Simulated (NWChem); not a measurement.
Ionisation of methyl formate (C₂H₄O₂)

SMILES: COC=O
```xyz
8

C     -1.3748    -0.3031     0.1031
O     -0.0616    -0.8209     0.2551
C      0.9305     0.0230    -0.0131
O      0.8004     1.1597    -0.3652
H     -1.5542     0.0098    -0.9363
H     -2.0599    -1.1132     0.3778
H     -1.5314     0.5666     0.7583
H      1.9011    -0.4932     0.1413
```
Charge 0, spin multiplicity 1.

Program: NWChem. All single points use one geometry, from PBE0/def2-SVP, a minimum by its harmonic frequencies. It is one conformer; others weren't searched.

Basis set: def2-TZVP. −ε marks an orbital energy of the parent.

B3LYP has NWChem's definition, with VWN1-RPA local correlation.

### Question
One of these methods gave a first vertical ionisation energy of 8.10 eV. Which?
A) −ε(HOMO) of PBE
B) −ε(HOMO) of B3LYP
C) −ε(HOMO) of r2SCAN
D) −ε(HOMO) of HF

### Answer
B, −ε(HOMO) of B3LYP. The others give 6.66 (−ε(HOMO) of PBE), 7.00 (−ε(HOMO) of r2SCAN), 12.67 (−ε(HOMO) of HF).
